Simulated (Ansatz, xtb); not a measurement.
**A geometry optimisation of H2S2 with r2SCAN-D4/def2-SVP**

The starting geometry of this gas-phase singlet has its atoms placed at random.

```
atom    x (Å)    y (Å)    z (Å)
   S   0.3857   0.3827   0.8157
   S  -0.7174  -1.7545   0.3018
   H  -0.2958   1.0006  -0.8617
   H   0.7297   1.5747   0.2353
```

Problem. One run relaxed it with r2SCAN-D4/def2-SVP. What is a likely outcome?

Solution. It ends as a structure given below by its coordinates. Contacts that close: S1–S2 (2.46 → 1.98 Å), S1–H3 (1.91 → 1.39 Å).

The energy falls by 4.35 eV over 10 steps:

```tsv
step	E − E(last) (eV)
1	4.346
2	2.766
3	1.453
4	0.565
5	0.145
6	0.048
7	0.003
8	0.000
9	0.000
10	0.000
```

Final geometry (Å):

```yaml
atoms:
  - { symbol: S, position_ang: [-0.1867, 0.5247, 0.5280] }
  - { symbol: S, position_ang: [-0.2084, -1.4437, 0.3551] }
  - { symbol: H, position_ang: [-0.5924, 1.1116, -0.6646] }
  - { symbol: H, position_ang: [1.0898, 1.0108, 0.2727] }
```

From the same start GFN2-xTB reaches the same bonding as this run.

From so rough a start the end depends on the optimiser's path, so another program may land elsewhere. No frequencies were run, so the end isn't proven a minimum. Run with Ansatz 0.2.0, 12 s on 1 thread of Arm Neoverse V1, with other jobs on the host.
